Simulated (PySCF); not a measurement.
A species of formula [C3H2FN2]- has this rotational fingerprint, computed with PBE0-D3(BJ)/def2-SVP geometry optimisation, gas phase (PySCF 2.14.0):

| Quantity | Value |
| --- | --- |
| Rotational constants | A = 9856, B = 3509, C = 2588 MHz |
| Dipole components (about the centre of mass) | \|μa\| = 3.95 D, \|μb\| = 0.00 D, \|μc\| = 0.00 D |
| Inertial defect | 0.00 u·Å² |
| κ | -0.75 |

Question: Which structure is it? (One computed conformer of each.)
A. `Fc1ccn[n-]1`
B. `FC1=C[N-]N=C1`
C. `Fc1c[n-]cn1`

Answer: B. It is Fc1cn[n-]c1, an asymmetric top, point group C2v. The candidates at the same level (rigid rotor, commonest isotopes):

```
     SMILES  A (MHz)  B (MHz)  C (MHz)  μa (D)  μb (D)  μc (D)  Δ (u·Å²)  point group           rotor
Fc1ccn[n-]1     9810     3680     2676    1.75    2.69    0.00      0.00           Cs  asymmetric top
Fc1cn[n-]c1     9856     3509     2588    3.95    0.00    0.00      0.00          C2v  asymmetric top
Fc1c[n-]cn1     9915     3676     2682    1.82    0.55    0.00      0.00           Cs  asymmetric top
```

`Fc1ccn[n-]1` has B 5 % too high; `Fc1c[n-]cn1` has B 5 % too high. In the right answer the symmetry axis of this C2v structure is a, so μb and μc vanish by symmetry. No structure here is proved a minimum.
